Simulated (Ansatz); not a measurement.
# N2H (doublet): the correlation ladder at angle N2–N1–H3 = 125.6°, cc-pVDZ

Aim: climb from Hartree-Fock through coupled cluster and multireference methods for N2H (doublet) at one geometry and basis, and see what each rung misses.

The runs use Ansatz 0.2.0, Gaussian basis; cc-pVDZ, core rule «outside noble gas», up to 2 orbitals frozen.

To be run: UHF; CCSD(T) on ROHF; CCSD(T) on UHF; BCCD(T) on ROHF; CISD; CCSDT(Q) on ROHF; CCSDT(Q) on UHF; CASSCF and MRCISD+Q, 3 electrons in 3 orbitals; CASSCF and NEVPT2, 3 electrons in 3 orbitals; CASSCF and MRCISD+Q, 11 electrons in 9 orbitals; CASSCF and NEVPT2, 11 electrons in 9 orbitals.

15 further runs of the same task are left out: 1 for a known fault of the program, 12 that didn't finish, 2 set aside as unsound or not needed.

### Step 1. The geometry

The geometry derives from a PBE0/def2-TZVP stationary point (not a proven minimum). One angle is set to the value named; bond lengths are kept.

3 atoms, charge 0, spin multiplicity 2.

Atoms are counted from 1 here; the program's logs count them from 0.

Bond lengths: N1–N2 1.165 Å, N1–H3 1.057 Å. Angles: N2–N1–H3 125.6°.

Geometry (Å):

```tsv
atom	x (Å)	y (Å)	z (Å)
N1	0.0000	-0.0882	0.5343
N2	0.0000	0.0379	-0.6235
H3	0.0000	0.6992	1.2388
```

### Step 2. UHF

Contents of in.yaml:

```yaml
crystal:
  periodic: [false, false, false]
  atoms:
    - {symbol: N, position_ang: [0.000000, -0.088225, 0.534340]}
    - {symbol: N, position_ang: [0.000000, 0.037912, -0.623485]}
    - {symbol: H, position_ang: [0.000000, 0.699172, 1.238786]}
basis:
  gaussian: {orbitals: cc-pVDZ}
magnetization: {spin_polarized: true, initial_magnetization: 1}
hamiltonian: {xc: hf}
output: {orbitals: {seedname: orbitals}}
```

Run with:

```
> ansatz run in.yaml --threads 1 --pin off --events-out ev --progress --plain --max-ram 2393MiB
```

The runs that follow: CCSD(T) on ROHF; CCSD(T) on UHF; BCCD(T) on ROHF; CISD; CCSDT(Q) on ROHF; CCSDT(Q) on UHF; CASSCF and MRCISD+Q, 3 electrons in 3 orbitals; CASSCF and NEVPT2, 3 electrons in 3 orbitals; CASSCF and MRCISD+Q, 11 electrons in 9 orbitals; CASSCF and NEVPT2, 11 electrons in 9 orbitals.

Q: Predict the results of all the runs planned. Wanted: UCCSDT(Q) below the RHF energy; RMP2 from UCCSDT(Q); UMP2 from UCCSDT(Q); RCCSD from UCCSDT(Q); RCCSD(T) from UCCSDT(Q); UCCSD(T) from UCCSDT(Q); RCCSDT(Q) from UCCSDT(Q); NEVPT2 pair from UCCSDT(Q); MRCISD+Q pair from UCCSDT(Q).

**Answer**, as computed:

| quantity | value |
| --- | --- |
| UCCSDT(Q) below the RHF energy | -9.1419 eV |
| RMP2 from UCCSDT(Q) | +755.6 meV |
| UMP2 from UCCSDT(Q) | +1001.2 meV |
| RCCSD from UCCSDT(Q) | +361.3 meV |
| RCCSD(T) from UCCSDT(Q) | +48.0 meV |
| UCCSD(T) from UCCSDT(Q) | +55.4 meV |
| RCCSDT(Q) from UCCSDT(Q) | +1.0 meV |
| NEVPT2 pair from UCCSDT(Q) | +777.3 meV |
| MRCISD+Q pair from UCCSDT(Q) | +167.5 meV |
| NEVPT2 valence from UCCSDT(Q) | +970.6 meV |
| levels within 1 kcal/mol (43 meV) | RCCSDT, UCCSDT, RCCSDT(Q), MRCISD+Q valence |
| T1 diagnostic | 0.029 |
| effectively unpaired electrons | 1.05 |

In words: RCCSD(T) misses by +48.0 meV, 0.5 % of the correlation energy. One determinant dominates. Of the multireference levels listed MRCISD+Q valence comes nearest in total energy (+20.1 meV), which doesn't show that its space is the better one. These misses are within one basis, not against nature; the frozen cores of restricted and unrestricted runs differ, which can shift their rows.
